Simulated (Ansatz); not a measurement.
Reaction (substitution at a C–C bond): `CC(C)=CN` + `O=CCO` → `COCC=O` + `C/C=C/N`

Computed with Ansatz on PBE0-D4/def2-TZVP structures; ΔE is electronic, products minus reactants. CCSD(T)/CBS adds triple-zeta CCSD(T) − MP2 to the extrapolated MP2 energy (def2 sets, frozen cores). One conformer a species, not always the lowest.

```json
{"species": "`CC(C)=CN`", "CCSD(T)/CBS(def2) energy (Eh)": "-212.31615"}
{"species": "`O=CCO`", "CCSD(T)/CBS(def2) energy (Eh)": "-228.83184"}
{"species": "`COCC=O`", "CCSD(T)/CBS(def2) energy (Eh)": "-268.07118"}
{"species": "`C/C=C/N`", "CCSD(T)/CBS(def2) energy (Eh)": "-173.05160"}
```

Work out ΔE.

ΔE = (-268.07118) + (-173.05160) − (-212.31615) − (-228.83184) = 0.02521 Eh = +66.2 kJ/mol.

Largest T1 diagnostic among the species: 0.014.

The D4 term adds +4.1 kJ/mol with B3LYP and +2.1 kJ/mol with PBE0; it sums over pairs of atoms, weighted by their polarisabilities, and B3LYP, whose exchange is more repulsive, gets the larger term. In def2-TZVPP, CCSD(T) changes the Hartree–Fock value by +18.2 kJ/mol (the triples alone add +2.3 kJ/mol) and MP2 by +25.3 kJ/mol.

B3LYP here is the variant with VWN-RPA as its local correlation; programs differ in this.
